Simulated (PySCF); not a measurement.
**AlO⁺, CCSD: how much the basis matters**

PySCF, UHF reference; triplet, unpaired electrons σ ↑, π ↑; De to Al⁺ + O without counterpoise correction. Frozen cores follow the default of each basis and core potential.

| basis | relativity | functions | Re (Å) | ωe (cm⁻¹) | De (eV) | frozen orbitals |
| --- | --- | --- | --- | --- | --- | --- |
| jorge-DZP-DKH | spin-free X2C | 39 | 1.795 | 631 | 0.44 | 6 |
| def2-SVPD | no relativity | 47 | 1.765 | 740 | 0.78 | 6 |
| def2-TZVPPD | no relativity | 88 | 1.727 | 791 | 0.98 | 6 |

Question: How does each smaller set differ from the one with most functions, def2-TZVPPD?

Answer: jorge-DZP-DKH: +6.8 pm, -20.2 % in ωe, -0.54 eV in De; def2-SVPD: +3.8 pm, -6.4 % in ωe, -0.20 eV in De. All at CCSD; the set with most functions is neither the basis-set limit nor always the best. The rows treat relativity differently, so the differences are not basis effects alone.

Correlated steps freeze 6 core orbitals. Correlated levels converge slowly with the basis: in double zeta they bind strong bonds too weakly, by up to about 1 eV, and carry superposition errors of some tenths. For an ion De counts to the pair picked by the measured ionisation energies or electron affinities, which need not be the lowest pair at this level. The state was picked by a PBE0 search and need not be the measured ground state.
